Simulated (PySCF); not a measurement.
These 3 structures share the formula CH3NO. Method used: PBE0-D3(BJ)/def2-SVP geometry optimisation, gas phase in PySCF. One conformer each; no zero-point energy, no entropy. No frequencies were run at this level. Point groups hold within 0.08 Å.

Question: Order them by energy at this level, lowest first, and give relative energies in kcal/mol.
A. `NC=O`
B. `CN=O`
C. `[CH2:1]=[N:2][OH:3]` with C1–N2–O3–H 180° (formaldoxime)

Answer: A (0.0), C (54.6), B (66.5).

As drawn, the lowest has a C=O bond, an N–H bond and a C(=O)–N unit, which the highest lacks; the highest has an N–O linkage, which the lowest lacks.

```csv
SMILES,E (Eh),E rel (kcal/mol),dipole (D),point group,"A, B, C (MHz)"
NC=O,-169.58176,0.0,3.88,Cs,"73913, 11393, 9872"
C=NO,-169.49480,54.6,0.10,Cs,"72098, 11986, 10278"
CN=O,-169.47583,66.5,2.42,Cs,"62526, 11617, 10435"
```

Question: How do the relative energies change in single points at B3LYP/def2-SVPD (no added dispersion term) on the same geometries?

Answer: 
```tsv
SMILES	PBE0-D3(BJ)/def2-SVP (kcal/mol)	B3LYP/def2-SVPD (kcal/mol)	shift
NC=O	0.0	0.0	0.0
C=NO	54.6	54.3	-0.3
CN=O	66.5	67.9	+1.4
```

Each column counts from its own lowest isomer. The order is unchanged; the largest shift is 1.4 kcal/mol.
